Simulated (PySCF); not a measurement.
chlorine (Cl2), SMILES ClCl.

Geometry: B3LYP-D3(BJ)/def2-TZVPD.

Two levels are set side by side: PBE/def2-TZVPD (PySCF) and CAM-B3LYP/def2-TZVPD (PySCF). Same geometry, gas phase. Differences are taken from unrounded values.

```csv
quantity,CAM-B3LYP
orbital gap (eV),8.00
highest occupied level (eV),-10.19
lowest empty level (eV),-2.19
mean polarisability (bohr³),31.3
```

Problem. What does PBE give, and how far is it from CAM-B3LYP? (The exact figures need the calculation; the answer reports its results.)

Solution. 
```json
[
 {"quantity": "orbital gap (eV)", "PBE": "2.93", "PBE minus CAM-B3LYP": "-5.07"},
 {"quantity": "highest occupied level (eV)", "PBE": "-7.36", "PBE minus CAM-B3LYP": "2.82"},
 {"quantity": "lowest empty level (eV)", "PBE": "-4.44", "PBE minus CAM-B3LYP": "-2.25"},
 {"quantity": "mean polarisability (bohr³)", "PBE": "31.9", "PBE minus CAM-B3LYP": "0.6"}
]
```

PBE's occupied levels lie high since its potential decays too fast outside the molecule; exact exchange lowers them and widens the gap. Differences between two approximate levels are no errors against the true value.

Rough cost on one machine, each run with all the roots and properties that it gave: CAM-B3LYP against PBE within a factor of 2.
